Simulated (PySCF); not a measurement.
Species, as SMILES: O=[O+][O-].
Geometry (B3LYP-D3(BJ)/def2-TZVP, fixed):
```xyz
3

O     -0.0102     1.0756    -0.2169
O      0.0093     0.0011     0.4285
O      0.0009    -1.0767    -0.2116
```
Charge 0, spin multiplicity 1.

Basis-set convergence of the isotropic shielding of O1 at PBE0 with PySCF. GIAO, no density fitting; atoms are numbered in the order shown. All functions are spherical. No added dispersion term, no relativity. Reference: the value in pcseg-3, -1601.49 ppm, itself unsure by roughly 3.40 ppm (its distance from pcSseg-2). Deviations are taken from unrounded values.

```tsv
basis	functions	isotropic shielding of O1 (ppm)
cc-pVDZ	42	-1566.22
aug-cc-pVDZ	69	-1453.50
def2-SVP	42	-1566.46
def2-SVPD	69	-1486.29
pcseg-1	42	-1581.37
aug-pcseg-1	69	-1506.30
6-311G**	54	-1661.81
6-311+G**	66	-1611.65
cc-pVTZ	90	-1561.41
aug-cc-pVTZ	138	-1526.10
pcseg-2	90	-1595.24
aug-pcseg-2	138	-1584.69
def2-TZVPP	93	-1568.81
def2-TZVPPD	120	-1555.42
def2-QZVPP	171	-1580.60
def2-QZVPPD	198	-1573.02
```

What the diffuse functions change, pair by pair:
- cc-pVDZ to aug-cc-pVDZ: 27 more functions, deviation 35.27 to 148.00 ppm
- def2-SVP to def2-SVPD: 27 more functions, deviation 35.03 to 115.21 ppm
- pcseg-1 to aug-pcseg-1: 27 more functions, deviation 20.12 to 95.19 ppm
- 6-311G** to 6-311+G**: 12 more functions, deviation -60.32 to -10.15 ppm
- cc-pVTZ to aug-cc-pVTZ: 48 more functions, deviation 40.08 to 75.39 ppm
- pcseg-2 to aug-pcseg-2: 48 more functions, deviation 6.25 to 16.80 ppm
- def2-TZVPP to def2-TZVPPD: 27 more functions, deviation 32.68 to 46.07 ppm
- def2-QZVPP to def2-QZVPPD: 27 more functions, deviation 20.89 to 28.47 ppm

They bring the value nearer the reference by more than 3.40 ppm in 1 of 8 pairs.
